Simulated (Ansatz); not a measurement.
Consider the hydrogenolysis of a C–C bond: `CC[SiH]` + H₂ → `C[SiH]` + CH₄.

Gas-phase electronic energies from Ansatz, PBE0-D4/def2-TZVP geometries. CBS: MP2 limit from def2 TZ/QZ plus the TZ coupled-cluster correction, frozen cores. This one scheme is used for every species. DFT in def2-TZVPP. HSE06 is defined as in plane-wave codes.

`CC[SiH]`:

Cartesian coordinates in Å:
```
C -0.929 0.247 0.073
C 0.541 0.341 -0.315
Si 1.850 -0.688 0.581
H -1.572 0.800 -0.618
H -1.100 0.657 1.071
H -1.263 -0.793 0.089
H 0.870 1.382 -0.403
H 0.688 -0.076 -1.334
H 0.915 -1.869 0.857
```

H₂:

Cartesian coordinates in Å:
```
H -0.308 0.201 -0.063
H 0.308 -0.201 0.063
```

`C[SiH]`:

```xyz
6

C     0.420   -0.096   -0.307
Si   -0.363   -0.089    1.416
H    -0.176   -0.722   -0.982
H     1.454   -0.443   -0.319
H     0.379    0.915   -0.732
H    -1.714    0.436    0.923
```

CH₄:

```xyz
5

C     0.000    0.000    0.000
H    -0.647    0.852    0.205
H    -0.390   -0.555   -0.853
H     0.032   -0.651    0.873
H     1.005    0.354   -0.226
```

```
  species  HSE06 energy (Eh)
`CC[SiH]`         -369.04593
       H₂           -1.16797
 `C[SiH]`         -329.77368
      CH₄          -40.47234
```

(1) Work out ΔE.

(2) What do rigid-rotor, harmonic-oscillator terms from PBE0-D4/def2-TZVP frequencies (298.15 K, 1 bar) make of the CCSD(T)/CBS value? (An estimate is asked.)

Largest T1 diagnostic among the species: 0.012.

## Answers

(1) ΔE = (-329.77368) + (-40.47234) − (-369.04593) − (-1.16797) = -0.03212 Eh = -20.2 kcal/mol. CCSD(T)/CBS gives -19.0 kcal/mol.

(2) Ansatz gave: ΔZPE = +3.5 kcal/mol, ΔH = -15.8 kcal/mol, ΔS = 26 J/(mol·K), ΔG = -17.7 kcal/mol.

The D4 term adds +2.0 kcal/mol with B3LYP and +1.1 kcal/mol with PBE0; it sums over pairs of atoms, weighted by their polarisabilities, and B3LYP, whose exchange is more repulsive, gets the larger term. Leaving LDA and LC-ωPBE aside and taking each functional with its dispersion term where it has one, the values, not all of them listed here, spread over 4.0 kcal/mol, from B97M-V to revPBE-D4. LDA lies +1.9 kcal/mol from PBE without D4. In def2-TZVPP, CCSD(T) changes the Hartree–Fock value by +4.5 kcal/mol (the triples alone add +0.9 kcal/mol) and MP2 by +5.3 kcal/mol.

B3LYP here is the variant with VWN-RPA as its local correlation; programs differ in this.
